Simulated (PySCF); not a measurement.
**From one method to the next for AlCl**

Starting from one script, swap the method and compare what comes out for AlCl.

Method: each script names its method and basis; program: PySCF 2.14.0.

3 further runs of the same task are left out: 3 that didn't finish.

## 1. The system as given

AlCl: 2 atoms, charge 0, spin multiplicity 1.

Bond lengths: Al1–Cl2 1.949 Å.

## 2. Base script

Contents of input.py:

```python
from pyscf import gto, dft

mol = gto.M(
    atom='Al 0 0 0; Cl 0 0 1.949',
    basis='lanl2dz',
    ecp={'Al': 'lanl2dz', 'Cl': 'lanl2dz'},
    charge=0,
    spin=0,
    symmetry=True,
    verbose=4,
)
mf = dft.RKS(mol, xc='camb3lyp')
mf.kernel()
mf.mulliken_pop()
mf.dip_moment()
print('orbital energies (hartree):', mf.mo_energy[..., max(0, mol.nelec[1]-3):mol.nelec[0]+3].round(4))
```

On the command line:

```console
python input.py
```

## 3. Stability test

Run 1 changes step after the SCF: analyze → stability; point-group symmetry: on → off.

input.py, as its differences from that of step 2:

```diff
@@ -8,3 +8,2 @@
     spin=0,
-    symmetry=True,
     verbose=4,
@@ -13,3 +12,3 @@
 mf.kernel()
-mf.mulliken_pop()
+mf.stability(internal=True, external=True)
 mf.dip_moment()
```

## 4. CCSD(T) (RHF)

Run 2 changes step after the SCF: analyze → ccsd(t); SCF type: RKS → RHF; functional: camb3lyp → none (Hartree–Fock).

input.py, as its differences from that of step 2:

```diff
@@ -1,2 +1,2 @@
-from pyscf import gto, dft
+from pyscf import gto, scf, cc
 
@@ -11,5 +11,7 @@
 )
-mf = dft.RKS(mol, xc='camb3lyp')
+mf = scf.RHF(mol)
 mf.kernel()
-mf.mulliken_pop()
+mycc = cc.CCSD(mf)
+mycc.kernel()
+mycc.ccsd_t()
 mf.dip_moment()
```

## 5. Bp86

Run 3 changes functional: camb3lyp → bp86.

input.py, as its differences from that of step 2:

```diff
@@ -11,3 +11,3 @@
 )
-mf = dft.RKS(mol, xc='camb3lyp')
+mf = dft.RKS(mol, xc='bp86')
 mf.kernel()
```

## 6. EOM-IP (RHF)

Run 4 changes step after the SCF: analyze → eomip; SCF type: RKS → RHF; functional: camb3lyp → none (Hartree–Fock); number of roots: none → 5.

input.py, as its differences from that of step 2:

```diff
@@ -1,2 +1,2 @@
-from pyscf import gto, dft
+from pyscf import gto, scf, cc
 
@@ -11,5 +11,8 @@
 )
-mf = dft.RKS(mol, xc='camb3lyp')
+mf = scf.RHF(mol)
 mf.kernel()
-mf.mulliken_pop()
+mycc = cc.CCSD(mf)
+mycc.kernel()
+e = mycc.ipccsd(nroots=5)[0]
+print('roots (eV) =', (e*27.211386).round(3))
 mf.dip_moment()
```

## 7. ROKS

Run 5 changes SCF type: RKS → ROKS.

input.py, as its differences from that of step 2:

```diff
@@ -11,3 +11,3 @@
 )
-mf = dft.RKS(mol, xc='camb3lyp')
+mf = dft.ROKS(mol, xc='camb3lyp')
 mf.kernel()
```

## 8. SCF alone

Run 6 changes step after the SCF: analyze → none.

input.py, as its differences from that of step 2:

```diff
@@ -13,3 +13,2 @@
 mf.kernel()
-mf.mulliken_pop()
 mf.dip_moment()
```

**Question.** What will these runs give? Wanted: for each run, E(SCF); from base; gap; SCF dipole; after the SCF.

As calculated:

```
           run  E(SCF) (hartree)  from base (eV)  cycles  gap (eV)  SCF dipole (D)                                   after the SCF
          base        -16.928555               0       8      7.43            1.28                                             n/a
stability test        -16.928555          0.0000       8      7.43            1.28                                          stable
 CCSD(T) (RHF)        -16.645944  not comparable       8      9.86            1.48                   CCSD(T) correlation -1.954 eV
          bp86        -16.998685  not comparable       9      3.66            1.00                                             n/a
  EOM-IP (RHF)        -16.645944  not comparable       8      9.86            1.48  CCSD correlation -1.921 eV, first root 8.87 eV
          ROKS        -16.928555          0.0000       8       n/a            1.28                                             n/a
     SCF alone        -16.928555          0.0000       8      7.43            1.28                                             n/a
```

**Reading.** No change of the SCF energy comes from ROKS. Total energies of different functionals can't be compared with each other; differences within one functional can.
